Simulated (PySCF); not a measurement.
## Shieldings and the share of exact exchange

Molecule: Ethyl chloride (SMILES CCCl).

Bonds (- single, = double, # triple, : aromatic): C1-C2 1.509 Å, C2-Cl3 1.792 Å. C1 carries H4, H5, H6; C2 carries H7, H8.

GIAO shieldings (ppm, equivalent atoms averaged) in PySCF 2.14.0 with density-fitted response routines on the PBE0-D3(BJ)/def2-SVP geometry, basis pcSseg-2, gas phase, non-relativistic:

```tsv
functional	exact exchange (%)	σ(C2)	σ(Cl3)
BLYP	0	125.0	781.8
BP86	0	130.5	800.5
PBE	0	130.8	799.6
B3LYP	20	131.0	808.8
PBE0	25	137.6	831.2
BHandHLYP	50	138.5	842.4
HF	100	149.3	892.6
```

Q: Fit each shielding as a line in the percentage of exact exchange.

A: σ(C2) = 129.0 + 0.20 x (rms 2.3 ppm); σ(Cl3) = 795.0 + 0.98 x (rms 7.5 ppm). The functionals also differ in their semilocal parts, which the line can't hold; Hartree–Fock has no correlation at all.

Q: What does the line predict for mPW1PW91 (25 %), and what does the run give?

A: σ(C2): 134.0 predicted, 136.7 computed; σ(Cl3): 819.5 predicted, 830.1 computed ppm.
